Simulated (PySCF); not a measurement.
A made-up structure of CH4BNa, singlet:

| atom | x (Å) | y (Å) | z (Å) |
| --- | --- | --- | --- |
| C1 | -0.7391 | 0.2082 | -0.2180 |
| B2 | 0.6019 | -0.3867 | 0.3253 |
| Na3 | 2.7954 | 0.7817 | 0.6874 |
| H4 | -0.8451 | 1.2941 | -0.2269 |
| H5 | -0.7327 | -0.1173 | -1.2751 |
| H6 | -1.6417 | -0.2434 | 0.2135 |
| H7 | 4.7321 | 1.0791 | 0.4839 |

It is relaxed with PBE-D4/def2-SVP and then PBE0-D4/def2-TZVP (PySCF 2.14 with density fitting (its default auxiliary sets; JK sets also for MP2 and CCSD(T))). Atoms count as bonded within 1.22 times the sum of their covalent radii (H–H: 0.88 Å). The end point is not checked to be a true minimum.

(1) Does its bonding change? (Judge from chemistry; the calculation decides.)

Results:

(1) By the calculation: No: no bond forms or breaks.

Where it ends: The first stage lowers the energy by 0.28 eV in 9 steps. It ends as CH₄BNa ([CH3][B][NaH]):
C1  (-0.926, 0.242, -0.306)
B2  (0.544, 0.330, 0.036)
Na3  (3.256, 0.564, 0.578)
H4  (-1.379, 1.243, -0.288)
H5  (-1.055, -0.186, -1.309)
H6  (-1.448, -0.395, 0.420)
H7  (5.147, 0.807, 0.864)
(Å)

Labels in which every atom is bracketed show which atoms are joined, not bond orders.

For scale, one of the runs: PBE0-D4/def2-TZVP relaxation, 118 basis functions, launched by `OMP_NUM_THREADS=2 python run.py`. The run took 3 min on 2 CPU threads of an Arm Neoverse V1 (shared host), with 1.1 GiB of host memory at its peak.
